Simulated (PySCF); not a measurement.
Gas-phase reaction: 2 SiCl₃ + F₂ = 2 SiCl₃F

Energies from PySCF (xtb for GFN2), thermal terms from the rigid-rotor harmonic-oscillator model, ideal gas at 1 bar. † marks an energy on the PBE0/def2-TZVP geometry and frequencies; other levels use their own. CCSD(T) freezes the core. Open shells (unrestricted): SiCl₃ (multiplicity 2); the rest are closed-shell singlets. GFN2 has no spin-polarisation term. B3LYP is the form with VWN-RPA correlation. CCSD(T) isn't extrapolated to the basis-set limit; its ΔH°(298 K) is -1083.6 kJ in def2-SVP and -1134.3 kJ in def2-TZVPP. The harmonic model lacks anharmonicity and excited electronic states, which grow with temperature; levels with a mode under 35 cm⁻¹ are left out.

```
level                ΔE electronic, kJ  ΔH°(298 K), kJ  ΔS°(298 K), J/K  ΔG°(2500 K), kJ
-------------------  -----------------  --------------  ---------------  ---------------
B3LYP/def2-TZVP†                 -1094           -1085             -179             -663
CCSD(T)/def2-TZVPP†              -1143           -1134             -179             -712
GFN2-xTB                          -947            -938             -170             -537
PBE0/def2-QZVP†                  -1103           -1095             -179             -672
ωB97X-V/def2-TZVP†               -1143           -1135             -179             -713
```
ΔH° is lowest at ωB97X-V/def2-TZVP† and highest at GFN2-xTB. No reference value is set beside these.
